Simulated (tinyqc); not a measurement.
Worked calculation (part 2 of 2): ROHF in the sto-6g basis, for OH+, spin multiplicity 3. This run ends on a higher stationary point, not on the lowest solution. Computed by tinyqc, a small Python program that keeps every step (integrals from PySCF). Command: `OMP_NUM_THREADS=1 python tinyqc.py 31892 31893 out.jsonl` (the two numbers bound the seeds that draw the settings). One thread of a shared host (Intel(R) Xeon(R) Processor @ 2.60GHz), about 0.1 s of CPU time with the checks.

Geometry (angstrom):

| atom | x | y | z |
|---|---|---|---|
| O | 0.000000 | 0.000000 | 0.000000 |
| H | 0.000000 | 0.000000 | 1.218000 |

## Iteration 12 (converged): orbitals

converged F (hartree), lower triangle:
```
             1O 1s      1O 2s     1O 2px     1O 2py     1O 2pz      2H 1s
1O 1s   -21.238875
1O 2s    -5.116685  -2.781206
1O 2px    0.000000  -0.000001  -0.633183
1O 2py    0.000000   0.000001   0.034318  -0.947454
1O 2pz   -0.010830  -0.152861   0.000000  -0.000004  -0.702813
2H 1s    -0.681078  -0.844667  -0.000001  -0.000001  -0.484921  -0.668361
```

X, lower triangle:
```
            1O 1s      1O 2s    1O 2px    1O 2py     1O 2pz     2H 1s
1O 1s    1.021457
1O 2s   -0.124601   1.068874
1O 2px   0.000000   0.000000  1.000000
1O 2py   0.000000   0.000000  0.000000  1.000000
1O 2pz  -0.004438   0.042802  0.000000  0.000000   1.038154
2H 1s    0.016165  -0.188510  0.000000  0.000000  -0.168653  1.084657
```

Diagonalise F' = X^T F X, C = X C', fill 5 alpha and 3 beta electrons from the bottom; D(s) = C_occ C_occ^T. Each column has its largest component positive (the first on a tie).

F' = X^T F X (hartree), lower triangle:
```
            1          2          3          4          5          6
1  -20.920117
2   -2.491721  -1.867024
3    0.000000  -0.000001  -0.633183
4    0.000000   0.000001   0.034318  -0.947454
5   -0.011496  -0.065802   0.000000  -0.000004  -0.612550
6   -0.068578  -0.388231  -0.000001  -0.000001  -0.328477  -0.390219
```

orbital energies (hartree): MO1 -21.241274, MO2 -1.681899, MO3 -0.951158, MO4 -0.766055, MO5 -0.629480, MO6 -0.100682

coefficients C:
```
              MO1        MO2        MO3        MO4        MO5        MO6
1O 1s    0.997260  -0.235802   0.000001   0.072877   0.000000   0.061162
1O 2s    0.011865   0.957049  -0.000006  -0.357139  -0.000001  -0.389555
1O 2px   0.000000   0.000001  -0.107303   0.000004   0.994226  -0.000001
1O 2py   0.000000   0.000000   0.994226  -0.000020   0.107303   0.000002
1O 2pz   0.001199   0.145233   0.000017   0.789221  -0.000002  -0.681246
2H 1s   -0.002077   0.135166   0.000007   0.400684   0.000000   1.030485
```

D(alpha) after iteration 12, lower triangle:
```
            1O 1s      1O 2s     1O 2px     1O 2py    1O 2pz     2H 1s
1O 1s    1.055441
1O 2s   -0.239869   1.043631
1O 2px   0.000000   0.000000   1.000000
1O 2py   0.000000   0.000001   0.000000   1.000000
1O 2pz   0.024466  -0.142852  -0.000001   0.000001  0.643963
2H 1s   -0.004743  -0.013763   0.000001  -0.000002  0.335856  0.178822
```

D(beta) after iteration 12, lower triangle:
```
            1O 1s      1O 2s     1O 2px    1O 2py    1O 2pz     2H 1s
1O 1s    1.050130
1O 2s   -0.213842   0.916083
1O 2px   0.000000   0.000002   0.011514
1O 2py   0.000001  -0.000007  -0.106684  0.988486
1O 2pz  -0.033050   0.139009  -0.000002  0.000017  0.021094
2H 1s   -0.033944   0.129336  -0.000001  0.000006  0.019628  0.018274
```

## Convergence

Stop when the energy changes by less than 1e-08 hartree and every element of the error matrix X^T (F D S - S D F) X is below 3e-05.

Course of the cycle:

| iteration | E (hartree) | change | largest element of the error matrix |
|---|---|---|---|
| 1 | -56.13965939 | - | 1.27e+01 |
| 2 | -74.47245581 | -1.83e+01 | 3.11e-01 |
| 3 | -74.60716805 | -1.35e-01 | 8.05e-02 |
| 4 | -74.61316084 | -5.99e-03 | 2.32e-02 |
| 5 | -74.61790060 | -4.74e-03 | 2.09e-02 |
| 6 | -74.61697413 | 9.26e-04 | 1.92e-02 |
| 7 | -74.61197549 | 5.00e-03 | 4.36e-03 |
| 8 | -74.61198676 | -1.13e-05 | 1.34e-03 |
| 9 | -74.61199505 | -8.29e-06 | 5.06e-04 |
| 10 | -74.61199520 | -1.56e-07 | 8.67e-05 |
| 11 | -74.61199522 | -1.54e-08 | 1.28e-05 |
| 12 | -74.61199522 | 1.21e-10 | 4.12e-06 |

PySCF ROHF in the same basis = -74.74037357 hartree

Converged in 12 iterations. But the solution lies 0.12838 hartree above the reference: it is another stationary point, not the lowest one. Reruns (cap 100 unless said): atomic densities as start, DIIS 8: converged in 7.

## Populations, bond orders and dipole

overlap S, lower triangle:
```
           1O 1s     1O 2s    1O 2px    1O 2py    1O 2pz     2H 1s
1O 1s   1.000000
1O 2s   0.231145  1.000000
1O 2px  0.000000  0.000000  1.000000
1O 2py  0.000000  0.000000  0.000000  1.000000
1O 2pz  0.000000  0.000000  0.000000  0.000000  1.000000
2H 1s   0.030375  0.323781  0.000000  0.000000  0.295117  1.000000
```

Mulliken: Z minus the diagonal of D S on the atom; Loewdin: the same with S^(1/2) D S^(1/2); Mayer order: 2 sum_s sum (D(s) S)_ij (D(s) S)_ji over the two atoms.

Charges (e):

| atom | Mulliken | Loewdin | Mulliken spin |
|---|---|---|---|
| 1O | 0.338250 | 0.397633 | 1.791574 |
| 2H | 0.661750 | 0.602367 | 0.208426 |

Mayer bond orders:

| pair | order |
|---|---|
| 2-1 | 0.518646 |

dipole moment about the origin, x y z (debye): -0.000005  0.000014  3.641960
